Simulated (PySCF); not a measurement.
# ECD: `FC=C=CF`, C$_{3}$H$_{2}$F$_{2}$

Geometry (Å), atoms numbered from 1 in this order:
```xyz
7

F     2.155   -0.855    0.040
C     1.244    0.070    0.359
C     0.001   -0.010   -0.004
C    -1.239    0.010   -0.388
F    -2.227   -0.545    0.321
H     1.664    0.875    0.953
H    -1.595    0.463   -1.307
```

The calculation used TDDFT CAM-B3LYP/aug-cc-pVTZ circular dichroism and optical rotation, one conformer, gas phase in PySCF. Geometry: PBE0-D3(BJ)/def2-TZVP.

No stereocentre is labelled: unless the shape is locked (an allene, a helicene, a hindered biaryl), the mirror image is equally populated and a measured rotation or CD is zero.

**Question.** Which excitations and rotatory strengths does the calculation give?

**Answer.** Rotatory strengths R in 10⁻⁴⁰ esu² cm², velocity form and length form (origin at the centre of mass); f in length form.
```tsv
state	E (eV)	λ (nm)	f	R (velocity)	R (length)	main
1	5.63	220	0.003	-9.4	-9.4	HOMO−1→LUMO+1 0.35, HOMO→LUMO 0.28
2	5.75	216	0.0009	-5.3	-5.6	HOMO→LUMO+1 0.36, HOMO−1→LUMO 0.29
3	6.79	183	0.003	+2.9	+3.0	HOMO→LUMO+1 0.38, HOMO−1→LUMO 0.35
4	7.27	171	0.170	-2.7	-2.7	HOMO→LUMO 0.61, HOMO→LUMO+2 0.17
5	7.39	168	0.025	+20.0	+20.4	HOMO−1→LUMO+2 0.56, HOMO−1→LUMO 0.28
6	7.74	160	0.542	-25.3	-26.0	HOMO−1→LUMO+1 0.47, HOMO→LUMO+2 0.29
7	7.97	156	0.0001	+0.5	+0.5	HOMO→LUMO+3 0.65, HOMO→LUMO+1 0.15
8	8.11	153	0.211	+38.4	+38.2	HOMO−1→LUMO+3 0.51, HOMO→LUMO+5 0.22
9	8.30	149	0.006	-7.5	-7.7	HOMO−1→LUMO+5 0.63, HOMO→LUMO+4 0.22
10	8.37	148	0.130	-5.2	-4.0	HOMO→LUMO+5 0.42, HOMO−1→LUMO+4 0.21
11	8.42	147	0.033	+5.1	+5.2	HOMO−1→LUMO+4 0.58, HOMO→LUMO+5 0.24
12	8.57	145	0.003	+0.6	+0.6	HOMO→LUMO+4 0.56, HOMO−1→LUMO+5 0.20
```

Among the states computed, the strongest CD band (largest |R|) is state 8. The largest dissymmetry factor in size, g = 4R/(D+G), with D and G the electric and magnetic dipole strengths, is -0.054 for state 2 (velocity form, f = 0.0009), among bands with |R| over 0.5. The mirror image has the same energies and oscillator strengths and all R with the opposite sign.
